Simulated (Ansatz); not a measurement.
**One shape, several levels: quartet CF**

Wanted: a comparison of 6 runs (UHF/STO-3G, UHF/3-21G, UB3LYP/6-31G*, U-wB97M-V/cc-pVTZ, UB2PLYP/cc-pVTZ, UCCSD(T)/cc-pVTZ) of quartet CF. 

Program for the calculation: Ansatz 0.2.0.

36 further runs of the same task are left out: 36 set aside as unsound or not needed.

### Step 1. The system as given

CF has 2 atoms, charge 0, and is taken as a quartet. As SMILES of the parent species, `[C]F`. The coordinates come from a PBE0-D4/def2-TZVP relaxation. That shape belongs to the parent species and isn't relaxed for this state.

Bond lengths: C1–F2 1.268 Å.

### Step 2. The energy at UHF/STO-3G (run 1)

File run.yaml:

```yaml
crystal:
  periodic: [false, false, false]
  atoms:
    - {symbol: C, position_ang: [-0.000000, 0.000000, 0.003080]}
    - {symbol: F, position_ang: [0.000000, -0.000000, 1.271320]}
basis:
  gaussian:
    orbitals: STO-3G
magnetization:
  spin_polarized: true
  initial_magnetization: 3
hamiltonian:
  xc: hf
accuracy: high
output:
  orbitals: {seedname: orbitals}
```

Launch:

```sh
$ ansatz run run.yaml --threads 1 --pin off --max-ram 3480MiB --events-out events.jsonl --progress --plain --runs-dir runs
```

Log:

```text
Warning: RAYON_NUM_THREADS=1 ignored (pool sized by the plan → 1); use --threads N
Functional definition: HF
  name "HF"
  exchange = exact_x
  correlation = 0
149 factors; integrals over basis functions are off by at most 3.2e-8 eV
mean field evaluation 1: about -3676.9422 eV, gradient 1.4e1 eV
mean field evaluation 2: about -3677.0338 eV, gradient 1.4e1 eV
mean field evaluation 4: about -3679.4469 eV, gradient 3.4e0 eV
mean field evaluation 8: about -3679.7099 eV, gradient 3.8e-2 eV
mean field -3679.70995800 eV, -135.2268467595 hartree, gradient 1.5e-8 eV, S^2 3.751484; 0 other end points of the search recorded, 0 dependent functions left out
reference -3679.70995800 eV, -135.2268467595 hartree; 9, 6 occupied and 1, 4 virtual orbitals, 149 factors
Total energy: -3679.70995800 eV, -135.2268467595 hartree
```

Wall time 0.06 s (1 thread of Arm Neoverse V1, shared host).

### Step 3. The energy at UHF/3-21G (run 2)

run.yaml: that of step 2 with these lines changed.

```diff
@@ -7,3 +7,3 @@
   gaussian:
-    orbitals: STO-3G
+    orbitals: 3-21G.json
 magnetization:
@@ -14,3 +14,2 @@
 accuracy: high
-output:
-  orbitals: {seedname: orbitals}
+output: {orbitals: {seedname: orbitals}}
```

The basis set 3-21G is read from a file made from the Basis Set Exchange's data (not shown).

Launch:

```sh
$ ansatz run run.yaml --threads 1 --pin off --max-ram 3480MiB --events-out events.jsonl --progress --plain --runs-dir runs
```

Log:

```text
Warning: RAYON_NUM_THREADS=1 ignored (pool sized by the plan → 1); use --threads N
Functional definition: HF
  name "HF"
  exchange = exact_x
  correlation = 0
333 factors; integrals over basis functions are off by at most 2.7e-9 eV
mean field evaluation 1: about -3707.7512 eV, gradient 1.4e1 eV
mean field evaluation 2: about -3707.7566 eV, gradient 1.4e1 eV
mean field evaluation 4: about -3709.7523 eV, gradient 3.7e0 eV
mean field evaluation 8: about -3710.0205 eV, gradient 1.0e-1 eV
mean field -3710.02061722 eV, -136.3407429405 hartree, gradient 2.6e-8 eV, S^2 3.754146; 0 other end points of the search recorded, 0 dependent functions left out
reference -3710.02061722 eV, -136.3407429405 hartree; 9, 6 occupied and 9, 12 virtual orbitals, 333 factors
Total energy: -3710.02061722 eV, -136.3407429405 hartree
```

Wall time 0.08 s (1 thread of Arm Neoverse V1, shared host).

Runs 3 to 5 aren't shown in full; the table further down has their settings and results.

### Step 4. The energy at UCCSD(T)/cc-pVTZ (run 6)

File job.yaml:

```yaml
crystal:
  periodic: [false, false, false]
  atoms:
    - {symbol: C, position_ang: [-0.000000, 0.000000, 0.003080]}
    - {symbol: F, position_ang: [0.000000, -0.000000, 1.271320]}
basis:
  gaussian: {orbitals: cc-pVTZ}
total_charge: 0
magnetization: {spin_polarized: true, initial_magnetization: 3}
correlation: {method: ccsd_t, frozen_orbitals: {C: 1, F: 1}}
accuracy: high
scf: {omitted_lower_state_checks: [cluster_reference, increment]}
```

Launch:

```sh
$ ansatz run job.yaml --threads 1 --pin off --max-ram 3480MiB --events-out events.jsonl --progress --plain --runs-dir runs
```

Log, cut to the lines that bear on the results:

```text
Warning: RAYON_NUM_THREADS=1 ignored (pool sized by the plan → 1); use --threads N
Functional definition: HF
  name "HF"
[...]
854 factors; integrals over basis functions are off by at most 2.9e-9 eV
[...]
mean field -3731.79376118 eV, -137.1408912227 hartree, gradient 1.3e-8 eV, S^2 3.755959; 0 other end points of the search recorded, 0 dependent functions left out
2 core orbitals not correlated: weight in the atoms' cores, before any rotation towards them, 1.000 or more for the frozen orbitals, at most 0.000 for the correlated occupied ones
reference -3731.79376118 eV, -137.1408912227 hartree; 7, 4 occupied and 51, 54 virtual orbitals, 854 factors
second order -8.51635608 eV of doubles, -0.00000000 eV of singles
cycle   1  -8.51907632 eV  change   -2.7e-3 eV  update   6.0e-2
[...]
cycle  21  -8.76050490 eV  change  -7.5e-10 eV  update  2.6e-10
perturbative correction -0.25850887 eV, -0.0095000258 hartree
Total energy: -3740.81277495 eV, -137.4723338653 hartree
Checks for a lower state left out: cluster_reference, increment
```

Run time: 3.3 s. Hardware: 1 thread of Arm Neoverse V1, shared host; peak memory 0.28 GiB.

### Step 5. Overview of the runs

```tsv
run	level	Cartesian functions	frozen core orbitals	energy (Eh)	HOMO energy (eV)	LUMO energy (eV)	⟨S²⟩	wall time
1	UHF/STO-3G	no	–	-135.226847	-8.16	5.00	3.751	0.06 s
2	UHF/3-21G	no	–	-136.340743	-11.26	0.49	3.754	0.08 s
3	UB3LYP/6-31G* (Cartesian functions)	yes	–	-137.636966	-5.89	-5.81	3.752	1 s
4	U-wB97M-V/cc-pVTZ	no	–	-137.655345	-8.89	-3.09	3.752	10 s
5	UB2PLYP/cc-pVTZ	no	2	-137.612909	-8.38	-3.88	3.754	2.1 s
6	UCCSD(T)/cc-pVTZ	no	2	-137.472334	–	–	3.756	3.3 s
```

### Step 6. What came out

```
                                          quantity          value
                               run 6: total energy  -137.47233 Eh
run 6: correlation energy (2 core orbitals frozen)     -331.4 mEh
                             run 6: (T) correction      -9.50 mEh
          run 6: ⟨S²⟩ of the reference determinant          3.756
                              run 6: T1 diagnostic          0.017
```

In words: Totals of different functionals can't be ranked against each other. In run 1 the basis is minimal, so the values are rough. All runs together took 17 s, the longest 10 s.
